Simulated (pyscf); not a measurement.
Single points on ωB97X-D3(BJ)/def2-SVP structures (PySCF, gas phase). MP2 and CC: frozen core, UHF for open shells. ΔMP2 is the change of the MP2 total energy from the triple- to the quadruple-zeta basis.

**Question.** For H₃C–ZnH (SMILES [CH3][ZnH]) + HCl (SMILES Cl) → CH₄ (SMILES C) + Cl–ZnH (SMILES [Cl][ZnH]), a four-centre exchange (singlet surface; C–Zn, Cl–H broken, C–H, Cl–Zn formed), PBE/def2-TZVP gives ΔE‡ = 5.0 kcal/mol and ΔE = -38.1 kcal/mol (zero: the separated reactants). In which direction and how far do B3LYP-D3(BJ)/def2-TZVP, ωB97M-D3(BJ)/def2-TZVP, CCSD(T)/def2-TZVPP + ΔMP2(QZVPP) move these?

**Answer.** B3LYP-D3(BJ): ΔE‡ = 8.2 kcal/mol, ΔE = -40.4 kcal/mol; ωB97M-D3(BJ): ΔE‡ = 9.2 kcal/mol, ΔE = -39.6 kcal/mol; CCSD(T): ΔE‡ = 8.4 kcal/mol, ΔE = -38.5 kcal/mol. PBE's barrier lies under all of them, by 3.1 to 4.1 kcal/mol. Its reaction energy lies over all of them, by 0.4 to 2.2 kcal/mol. Low barriers are usual for a GGA, whose delocalisation error favours stretched bonds. This is the saddle that the search found; another between the same sides may lie lower. The CCSD(T) − MP2 part came from Ansatz, without density fitting, on the same reference. The frozen core leaves the outer d or s,p core shells of the metals and heavy elements correlated in the MP2 and CC values, and def2-TZVPP describes them poorly, which can shift differences by a few kcal/mol. Elements up to Kr have no core potential and no relativistic terms here.
